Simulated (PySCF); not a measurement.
Boron: a sound run and one with changed settings

Sound run: B [He] 2s2 2p1, B⁺ [He] 2s2. Computed with PySCF 2.14 in aug-cc-pVDZ-DK (4s3p2d, 23 functions), with the spin-free X2C one-electron Hamiltonian (Gaussian nucleus). In the sound run the correlated levels freeze 1s2. The sound run starts from symmetry-adapted Hartree-Fock orbitals and uses a fine grid where one is needed.

Changed run: initial guess atom, at most 50 SCF cycles.

```json
{"species": "B", "method": "UHF", "sound run (hartree)": "-24.53730", "changed run (hartree)": "-24.53730", "converged": "yes"}
{"species": "B", "method": "B3LYP", "sound run (hartree)": "-24.66856", "changed run (hartree)": "-24.66856", "converged": "yes"}
{"species": "B", "method": "CCSD(T)", "sound run (hartree)": "-24.59783", "changed run (hartree)": "-24.59783", "converged": "yes"}
{"species": "B⁺", "method": "r2SCAN", "sound run (hartree)": "-24.31936", "changed run (hartree)": "-24.31936", "converged": "yes"}
{"species": "B⁺", "method": "MP2", "sound run (hartree)": "-24.27450", "changed run (hartree)": "-24.27450", "converged": "yes"}
```

Here the plain start reaches the same solutions.
